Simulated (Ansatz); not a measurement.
Relaxation of FH$_{5}$SSi (8 atoms, charge 0, multiplicity 1), to a largest force component of 0.03 eV/Å in at most 50 steps.

All numbers below come from RKS PBE0-D4/6-31G* (Ansatz 0.2.0).

```xyz
8
Properties=species:S:1:pos:R:3
Si -0.501 -0.093 -0.433
F 0.070 0.678 2.197
H 0.525 -0.950 0.213
H -0.120 1.336 -0.492
H -0.727 -0.594 -1.820
S -2.416 -0.155 0.570
H -2.665 -1.462 0.370
H -0.753 0.367 2.495
```

Question: Where does it end, and by what steps?

Answer: The forces met the threshold. After 9 steps the energy has fallen by 0.084 eV; F2 moved furthest, 0.39 Å.

```json
{"step": "0", "energy less start (eV)": "0.0000", "largest force component (eV/Å)": "0.373", "accepted": "yes"}
{"step": "1", "energy less start (eV)": "0.0167", "largest force component (eV/Å)": "2.160", "accepted": "no"}
{"step": "2", "energy less start (eV)": "-0.0351", "largest force component (eV/Å)": "0.476", "accepted": "yes"}
{"step": "3", "energy less start (eV)": "-0.0522", "largest force component (eV/Å)": "0.737", "accepted": "yes"}
{"step": "4", "energy less start (eV)": "-0.0749", "largest force component (eV/Å)": "0.208", "accepted": "yes"}
{"step": "5", "energy less start (eV)": "-0.0516", "largest force component (eV/Å)": "0.401", "accepted": "no"}
{"step": "6", "energy less start (eV)": "-0.0777", "largest force component (eV/Å)": "0.379", "accepted": "yes"}
{"step": "7", "energy less start (eV)": "-0.0832", "largest force component (eV/Å)": "0.107", "accepted": "yes"}
{"step": "8", "energy less start (eV)": "-0.0820", "largest force component (eV/Å)": "0.100", "accepted": "no"}
{"step": "9", "energy less start (eV)": "-0.0841", "largest force component (eV/Å)": "0.018", "accepted": "yes"}
```

```xyz
8
Properties=species:S:1:pos:R:3
Si -0.494 -0.109 -0.564
F -0.043 0.629 2.572
H 0.505 -1.009 0.061
H -0.048 1.303 -0.551
H -0.770 -0.559 -1.954
S -2.337 -0.101 0.578
H -2.482 -1.437 0.652
H -0.920 0.410 2.307
```

Time of the run: 27 s on 1 thread of Arm Neoverse V1 (shared host), peak memory 0.13 GiB.
